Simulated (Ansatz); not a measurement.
Geometry optimisation, RKS B3LYP/def2-SVP (Ansatz).

input.yaml

```yaml
crystal:
  periodic: [false, false, false]
  atoms:
    - { symbol: O, position_ang: [-0.4177, 0.5999, 1.8821] }
    - { symbol: C, position_ang: [-0.5179, 0.03, 0.5959] }
    - { symbol: "N", position_ang: [0.6751, 0.2621, -0.1697] }
    - { symbol: C, position_ang: [0.7626, -0.2766, -1.3234] }
    - { symbol: F, position_ang: [-0.3795, -0.9877, -1.7456] }
    - { symbol: H, position_ang: [0.4123, 1.0781, 1.8761] }
    - { symbol: H, position_ang: [-1.3548, 0.45, 0.0756] }
    - { symbol: H, position_ang: [-0.6429, -1.0206, 0.7525] }
    - { symbol: H, position_ang: [1.5514, -0.1816, -1.9608] }
basis:
  gaussian: { orbitals: def2-SVP }
hamiltonian:
  xc: b3lyp
relax:
  f_tol: 0.015
  max_steps: 40
```

Command:

```bash
$ ansatz run input.yaml --threads 1 --pin off --max-ram 2048MiB --backend cpu --events-out ev --progress --plain --runs-dir out
```

Q: Where does it end, and by what steps?

A: The forces met the threshold. After 19 steps the energy has fallen by 0.459 eV; F5 moved furthest, 0.34 Å.

| step | energy less start (eV) | largest force component (eV/Å) | accepted |
| --- | --- | --- | --- |
| 0 | 0.0000 | 4.951 | yes |
| 1 | -0.3020 | 1.536 | yes |
| 2 | -0.3680 | 1.109 | yes |
| 3 | -0.3905 | 0.767 | yes |
| 4 | -0.4232 | 0.196 | yes |
| 5 | -0.4263 | 0.211 | yes |
| 6 | -0.4283 | 0.707 | yes |
| 7 | -0.4087 | 0.481 | no |
| 8 | -0.4522 | 0.227 | yes |
| 9 | -0.4547 | 0.140 | yes |
| 10 | -0.4551 | 0.180 | yes |
| 11 | -0.4570 | 0.130 | yes |
| 12 | -0.4569 | 0.082 | no |
| 13 | -0.4578 | 0.037 | yes |
| 14 | -0.4584 | 0.042 | yes |
| 15 | -0.4585 | 0.064 | yes |
| 16 | -0.4587 | 0.024 | yes |
| 17 | -0.4587 | 0.025 | yes |
| 18 | -0.4586 | 0.054 | no |
| 19 | -0.4587 | 0.007 | yes |

```xyz
9
Properties=species:S:1:pos:R:3
O -0.178 0.376 1.953
C -0.515 0.062 0.638
N 0.605 0.291 -0.256
C 0.727 -0.311 -1.341
F -0.148 -1.228 -1.806
H 0.246 1.246 1.942
H -1.363 0.675 0.261
H -0.844 -0.991 0.633
H 1.558 -0.166 -2.042
```

Whether the end is a true minimum wasn't checked by a vibrational analysis.

Run time: 39 s on 1 thread of Intel(R) Xeon(R) 6975P-C (Granite Rapids) (shared host), peak memory 0.19 GiB.
